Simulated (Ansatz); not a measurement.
Input file:

```yaml
crystal:
  periodic: [false, false, false]
  atoms:
    - {symbol: C, position_ang: [0.000000, 0.000000, 0.467457]}
    - {symbol: H, position_ang: [0.000000, 0.000000, 1.553364]}
    - {symbol: Cl, position_ang: [0.000000, 1.681723, -0.067509]}
    - {symbol: Cl, position_ang: [1.456415, -0.840862, -0.067509]}
    - {symbol: Cl, position_ang: [-1.456415, -0.840862, -0.067509]}
basis:
  gaussian: {orbitals: STO-3G}
magnetization: {spin_polarized: false}
correlation: {method: ccsdtq, electrons: outside_noble_gas}
```

```sh
$ ansatz run in.yaml --threads 1 --pin off --events-out ev --progress --plain --max-ram 2560MiB --backend cpu
```

Output:

```
605 factors; integrals over basis functions are off by at most 3.0e-8 eV
mean field evaluation 1: about -38136.1288 eV, gradient 3.9e1 eV
mean field evaluation 2: about -38136.2587 eV, gradient 3.9e1 eV
mean field evaluation 4: about -38142.0341 eV, gradient 1.5e0 eV
mean field evaluation 8: about -38142.0476 eV, gradient 3.2e-5 eV
mean field evaluation 16: about -38142.0476 eV, gradient 7.9e-7 eV
mean field -38142.04756968 eV, -1401.6943945775 hartree, gradient 7.9e-7 eV, S^2 0.000000; 0 other end points of the search recorded, 0 dependent functions left out
16 core orbitals not correlated: weight in the atoms' cores, before any rotation towards them, 1.000 or more for the frozen orbitals, at most 0.000 for the correlated occupied ones
reference -38142.04756968 eV, -1401.6943945775 hartree; 13, 13 occupied and 4, 4 virtual orbitals, 605 factors
second order -2.30347655 eV of doubles, -0.00000000 eV of singles
cycle   1  -2.62145445 eV  change   -3.2e-1 eV  update   6.0e-2
cycle   2  -2.82366006 eV  change   -2.0e-1 eV  update   2.4e-2
cycle   3  -2.88484851 eV  change   -6.1e-2 eV  update   1.1e-2
cycle   4  -2.88963327 eV  change   -4.8e-3 eV  update   2.8e-3
cycle   5  -2.89151378 eV  change   -1.9e-3 eV  update   1.2e-3
cycle   6  -2.89149601 eV  change    1.8e-5 eV  update   3.7e-4
cycle   7  -2.89151768 eV  change   -2.2e-5 eV  update   2.3e-4
cycle   8  -2.89154109 eV  change   -2.3e-5 eV  update   1.0e-4
cycle   9  -2.89154263 eV  change   -1.5e-6 eV  update   3.7e-5
cycle  10  -2.89153900 eV  change    3.6e-6 eV  update   1.2e-5
cycle  11  -2.89153901 eV  change   -5.2e-9 eV  update   4.4e-6
cycle  12  -2.89153902 eV  change   -9.1e-9 eV  update   2.4e-6
Total energy: -38144.93910870 eV, -1401.8006566765 hartree
```

For the same geometry and basis full CI lies 0.1 meV lower.

Ran on 1 thread of AMD EPYC 7R13, shared host: 31 s wall, 0.78 GiB peak host memory.
